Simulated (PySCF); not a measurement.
C3H4, SMILES C#CC. Atoms are numbered in the order given.

```xyz
7

C      0.0000     0.0000    -1.2416
C      0.0000     0.0000     0.2209
C      0.0000     0.0000     1.4192
H      0.8854     0.5112    -1.6253
H     -0.8854     0.5112    -1.6253
H      0.0000    -1.0224    -1.6253
H      0.0000     0.0000     2.4846
```

Geometry: ωB97X-D3(BJ)/def2-TZVP.

Method: TDA-CAM-B3LYP/def2-SVPD (PySCF).

Vertical excitations; the highest root listed may be one member of a degenerate set. Gas-phase values at a fixed geometry. State labels are in the subgroup Cs.

Computed UV-visible absorptions:
```json
[
 {"state": "S1", "symmetry": "A\"", "energy (eV)": "6.73", "λ (nm)": "184", "f": "0.000", "main pairs": "HOMO→LUMO+2 47 %, HOMO−1→LUMO+3 47 %"},
 {"state": "S2", "symmetry": "A\"", "energy (eV)": "6.98", "λ (nm)": "178", "f": "0.001", "main pairs": "HOMO−1→LUMO+3, HOMO→LUMO+2 (degenerate set)"},
 {"state": "S3", "symmetry": "A'", "energy (eV)": "6.98", "λ (nm)": "178", "f": "0.001", "main pairs": "HOMO→LUMO+3, HOMO−1→LUMO+2 (degenerate set)"},
 {"state": "S4", "symmetry": "A'", "energy (eV)": "7.44", "λ (nm)": "167", "f": "0.023", "main pairs": "HOMO→LUMO (degenerate set)"},
 {"state": "S5", "symmetry": "A\"", "energy (eV)": "7.44", "λ (nm)": "167", "f": "0.023", "main pairs": "HOMO−1→LUMO (degenerate set)"},
 {"state": "S6", "symmetry": "A\"", "energy (eV)": "8.46", "λ (nm)": "147", "f": "0.023", "main pairs": "HOMO−1→LUMO+1 (degenerate set)"},
 {"state": "S7", "symmetry": "A'", "energy (eV)": "8.46", "λ (nm)": "147", "f": "0.023", "main pairs": "HOMO→LUMO+1 (degenerate set)"},
 {"state": "S8", "symmetry": "A'", "energy (eV)": "9.18", "λ (nm)": "135", "f": "0.067", "main pairs": "HOMO→LUMO+4 (degenerate set)"},
 {"state": "S9", "symmetry": "A\"", "energy (eV)": "9.18", "λ (nm)": "135", "f": "0.067", "main pairs": "HOMO−1→LUMO+4 (degenerate set)"},
 {"state": "S10", "symmetry": "A'", "energy (eV)": "9.96", "λ (nm)": "124", "f": "0.623", "main pairs": "HOMO−1→LUMO+2 25 %, HOMO→LUMO+3 25 %, HOMO−1→LUMO+6 20 %, HOMO→LUMO+5 20 %"},
 {"state": "T1", "symmetry": "A'", "energy (eV)": "5.52", "λ (nm)": "225", "f": "0", "main pairs": "HOMO−1→LUMO+2 45 %, HOMO→LUMO+3 45 %"},
 {"state": "T2", "symmetry": "A\"", "energy (eV)": "6.04", "λ (nm)": "205", "f": "0", "main pairs": "HOMO−1→LUMO+3, HOMO→LUMO+2 (degenerate set)"},
 {"state": "T3", "symmetry": "A'", "energy (eV)": "6.04", "λ (nm)": "205", "f": "0", "main pairs": "HOMO→LUMO+3, HOMO−1→LUMO+2 (degenerate set)"},
 {"state": "T4", "symmetry": "A\"", "energy (eV)": "6.73", "λ (nm)": "184", "f": "0", "main pairs": "HOMO→LUMO+2 47 %, HOMO−1→LUMO+3 47 %"}
]
```
Triplets are in the Tamm–Dancoff approximation.
